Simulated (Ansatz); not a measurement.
Program: Ansatz 0.2.0.

`CNCF`. Charge 0, multiplicity 1. Geometry: relaxed with PBE0-D4/def2-TZVP. It is one conformer, not always the lowest.

```xyz
10

C    -0.840    0.849    0.275
N    -0.055   -0.327    0.590
C     0.684   -0.878   -0.459
F     1.678   -0.016   -0.969
H    -0.239    1.718   -0.020
H    -1.520    0.613   -0.548
H    -1.449    1.122    1.138
H     0.506   -0.202    1.422
H     0.028   -1.104   -1.305
H     1.207   -1.777   -0.126
```

**Question.** What is the dipole moment at PBE/def2-TZVPP? (An estimate is asked.)

**Answer.** The calculation gave: 1.40 D, with components (-0.96, -0.16, 1.00) D in this frame, pointing from negative to positive charge.

**Question.** And with r2SCAN, B3LYP, ωB97M-V? (An estimate is asked.)

**Answer.** The calculation gave: r2SCAN 1.42 D, B3LYP 1.44 D, ωB97M-V 1.41 D.

**Question.** Give the Mulliken charges with PBE, B3LYP, ωB97M-V in def2-TZVPP. (An estimate is asked.)

**Answer.** The calculation gave: 
```tsv
atom	PBE	B3LYP	ωB97M-V
C1	-0.19	-0.18	-0.24
N2	-0.22	-0.25	-0.24
C3	0.06	0.11	0.08
F4	-0.23	-0.28	-0.26
H5	0.10	0.11	0.13
H6	0.08	0.09	0.11
H7	0.09	0.10	0.12
H8	0.14	0.13	0.10
H9	0.07	0.08	0.10
H10	0.09	0.10	0.11
```

B3LYP here is the variant with VWN-RPA as its local correlation; programs differ in this.
